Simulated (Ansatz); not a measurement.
Mulliken charges of AlH5OSi, SMILES `O[SiH2][AlH2]` from B3LYP/def2-TZVPP in Ansatz (PBE0-D4/def2-TZVP geometry).

```tsv
atom	x (Å)	y (Å)	z (Å)	charge (e)
O1	-1.714	0.101	-0.693	-0.399
Si2	-0.214	0.675	-0.270	0.278
Al3	1.101	-1.159	0.706	0.412
H4	-2.324	0.727	-1.087	0.179
H5	0.477	1.263	-1.463	-0.098
H6	-0.343	1.819	0.690	-0.098
H7	2.590	-0.857	1.178	-0.138
H8	0.519	-2.626	0.882	-0.135
```

Question: By hand: the dipole of these point charges (1 e Å = 4.8032 D).

Answer: Σ q r = (0.221, -0.029, 0.092) e Å, of length 0.241 e Å = 1.16 D.

Question: How does the dipole of the full density compare? (Estimate.)

Answer: The calculation gave: (-0.090, 0.183, -0.082) e Å, 1.06 D; the point charges give 1.09 times that, at 128° from its direction, so they point the opposite way.

Point charges leave out the atoms' own dipoles, such as those of lone pairs, and Mulliken's split depends on the basis, so the two needn't agree.

B3LYP here is the variant with VWN-RPA as its local correlation; programs differ in this.
